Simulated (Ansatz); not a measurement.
Worked example: correlation energy of HAlC, singlet

Geometry: a point of a stretch scan, not a stationary point.

```xyz
3

Al    0.0000    0.0000    0.2158
C     0.0000    0.0000   -1.7077
H     0.0000    0.0000    1.4918
```

Basis 6-31G; Ansatz 0.2.0. Correlated methods freeze the noble-gas cores, which leaves 8 electrons in 18 orbitals. Prefix R: restricted or restricted open-shell reference.

Full CI is exact within this basis and frozen core; it isn't the basis-set limit.

The determinant fills πx and πy unequally, so it is a mixture of Σ and Δ, which weighs on every level built on one determinant.

Runs differ by some tens of microhartree through their thresholds, so steps under 0.03 kcal/mol mean nothing.

```json
{"level": "RHF", "total energy (hartree)": "-280.024694"}
{"level": "RMP2", "total energy (hartree)": "-280.133776"}
{"level": "RCCSD", "total energy (hartree)": "-280.161008"}
{"level": "RCCSD(T)", "total energy (hartree)": "-280.166786"}
{"level": "RCCSDT", "total energy (hartree)": "-280.168095"}
{"level": "RCCSDT(Q)", "total energy (hartree)": "-280.169547"}
{"level": "RCCSDTQ*", "total energy (hartree)": "-280.170571"}
{"level": "full CI", "total energy (hartree)": "-280.170769"}
```

What is the correlation energy at full CI, and what share of it do RMP2 and RCCSDT recover?

E(corr) = -280.170769 − (-280.024694) = -0.146075 hartree = -3.975 eV. RMP2: -0.109082 / -0.146075 = 74.68 %. RCCSDT: -0.143401 / -0.146075 = 98.17 %.

By how many kcal/mol does RCCSD(T) miss full CI (1 hartree = 627.509 kcal/mol), and which steps make up the rest?

-280.166786 − (-280.170769) = 0.003983 hartree = 2.50 kcal/mol. Steps: RCCSDT − RCCSD(T) = -0.82, RCCSDT(Q) − RCCSDT = -0.91, RCCSDTQ − RCCSDT(Q) = -0.64, full CI − RCCSDTQ = -0.12 kcal/mol. With more than one leading determinant such errors change with state and geometry, and needn't cancel in differences.

An asterisk marks runs whose energy the program itself flagged as in doubt.
